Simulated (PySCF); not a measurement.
Dipole moment and polarisability across levels of theory

2-propynal, C3H2O.
InChI=1S/C3H2O/c1-2-3-4/h1,3H

PySCF, dipoles from the SCF density, polarisabilities from static response with core orbitals frozen. Geometry: PBE0-D3(BJ)/def2-SVP; no solvent, vibrations or thermal averaging.

**Question.** How do dipole and polarisability depend on functional and basis here?

**Answer.** 

```json
{"level": "LDA/def2-SVPD", "μ (D)": "2.999", "error (%)": "+7.9", "α (Å³)": "5.90", "anisotropy (Å³)": "4.81"}
{"level": "PBE/def2-SVPD", "μ (D)": "2.915", "error (%)": "+4.8", "α (Å³)": "5.87", "anisotropy (Å³)": "4.83"}
{"level": "B3LYP/def2-SVPD", "μ (D)": "3.034", "error (%)": "+9.1", "α (Å³)": "5.75", "anisotropy (Å³)": "4.65"}
{"level": "PBE0/def2-SVPD", "μ (D)": "3.011", "error (%)": "+8.3", "α (Å³)": "5.67", "anisotropy (Å³)": "4.57"}
{"level": "BHandHLYP/def2-SVPD", "μ (D)": "3.153", "error (%)": "+13.4", "α (Å³)": "5.56", "anisotropy (Å³)": "4.41"}
{"level": "CAM-B3LYP/def2-SVPD", "μ (D)": "3.064", "error (%)": "+10.2", "α (Å³)": "5.65", "anisotropy (Å³)": "4.47"}
{"level": "wB97X-D/def2-SVPD", "μ (D)": "3.038", "error (%)": "+9.3", "α (Å³)": "5.69", "anisotropy (Å³)": "4.43"}
{"level": "LC-wPBE/def2-SVPD", "μ (D)": "3.002", "error (%)": "+8.0", "α (Å³)": "5.48", "anisotropy (Å³)": "4.28"}
{"level": "HF/def2-SVPD", "μ (D)": "3.322", "error (%)": "+19.5", "α (Å³)": "5.43", "anisotropy (Å³)": "4.15"}
{"level": "PBE0/6-31G*", "μ (D)": "2.858", "error (%)": "+2.8", "α (Å³)": "4.28", "anisotropy (Å³)": "5.25"}
{"level": "PBE0/def2-SVP", "μ (D)": "2.807", "error (%)": "+1.0", "α (Å³)": "4.48", "anisotropy (Å³)": "5.04"}
{"level": "PBE0/def2-TZVP", "μ (D)": "2.917", "error (%)": "+4.9", "α (Å³)": "5.30", "anisotropy (Å³)": "4.92"}
```

Reference dipole: 2.780 D (measured, gas; NIST CCCBDB Release 22 (SRD 101), experimental dipoles). The anisotropy is √(½[(α1 − α2)² + (α2 − α3)² + (α3 − α1)²]). For the dipole, the smallest error is 1.0% (PBE0/def2-SVP) and the largest 19.5% (HF/def2-SVPD). The dipole runs from 2.81 D (PBE0/def2-SVP) to 3.32 D (HF/def2-SVPD). No reference polarisability is at hand; against PBE0 in the largest diffuse basis at hand (def2-SVPD) the other PBE0 rows deviate by 6-31G* -24%, def2-SVP -21%, def2-TZVP -7%. In one basis (def2-SVPD) the functionals order the polarisability from HF (lowest) to LDA (highest), a spread of 9%. With PBE0 the polarisability is 4.69 Å³ without diffuse functions (mean of 6-31G*, def2-SVP and def2-TZVP) and 5.67 Å³ with them (def2-SVPD). Measured values can belong to vibrating molecules and may average over conformers; the computed ones are for one fixed geometry.
